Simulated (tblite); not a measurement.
C3H5O2 (doublet state).
SMILES with atom numbers: `[CH2:1][O:2][C:3]([CH3:4])=[O:5]` (hydrogens: H6, H7 on C1; H8, H9, H10 on C4)

A start from a force field or distance geometry was refined with GFN2-xTB geometry optimisation, gas phase in tblite 0.8.0. Values at the start:

```
coordinate    start
     C1–O2  1.393 Å
     C1–H6  1.074 Å
     C1–H7  1.074 Å
     O2–C3  1.366 Å
     C3–C4  1.508 Å
     C3=O5  1.219 Å
     C4–H8  1.085 Å
  C1–O2–C3   115.4°
  O2–C3–C4   108.8°
  O2–C3–O5   127.7°
  C4–C3–O5   123.5°
```

Task: How do these coordinates change at the GFN2-xTB level?

Result: 
```json
{"coordinate": "C1–O2", "GFN2-xTB (Å or °)": "1.337", "change": "-0.056"}
{"coordinate": "C3=O5", "GFN2-xTB (Å or °)": "1.206", "change": "-0.013"}
{"coordinate": "C3–C4", "GFN2-xTB (Å or °)": "1.502", "change": "-0.006"}
{"coordinate": "O2–C3", "GFN2-xTB (Å or °)": "1.360", "change": "-0.006"}
{"coordinate": "C1–H7", "GFN2-xTB (Å or °)": "1.070", "change": "-0.004"}
{"coordinate": "C4–H8", "GFN2-xTB (Å or °)": "1.088", "change": "+0.003"}
{"coordinate": "C1–H6", "GFN2-xTB (Å or °)": "1.074", "change": "0.000"}
{"coordinate": "O2–C3–O5", "GFN2-xTB (Å or °)": "122.8", "change": "-4.9"}
{"coordinate": "C1–O2–C3", "GFN2-xTB (Å or °)": "120.1", "change": "+4.7"}
{"coordinate": "C4–C3–O5", "GFN2-xTB (Å or °)": "126.7", "change": "+3.2"}
{"coordinate": "O2–C3–C4", "GFN2-xTB (Å or °)": "110.5", "change": "+1.7"}
```

The energy falls by 0.125 eV over 23 L-BFGS steps, the largest force on an atom goes from 2.43 to 0.005 eV/Å, and the atoms move by 0.035 Å rms after alignment. The bond that changes most is C1–O2 (ends: carbon bonded to O and 2 H; oxygen bonded to 2 C), which shortens by 0.056 Å. Bonds longer at the end by more than 0.005 Å: 0 of 9; shorter: 6. Rotational constants go from 10108, 4415, 3135 to 10385, 4441, 3172 MHz.

Its lowest GFN2-xTB frequency is 14 cm⁻¹, too small to tell a flat minimum from a shallow saddle.

Shape of the structure used: `[CH2:1][O:2][C:3]([CH3:4])=[O:5]`: C1–O2–C3–C4 180°.

One conformer stands for the species.

The numbers are calculated, not measured.
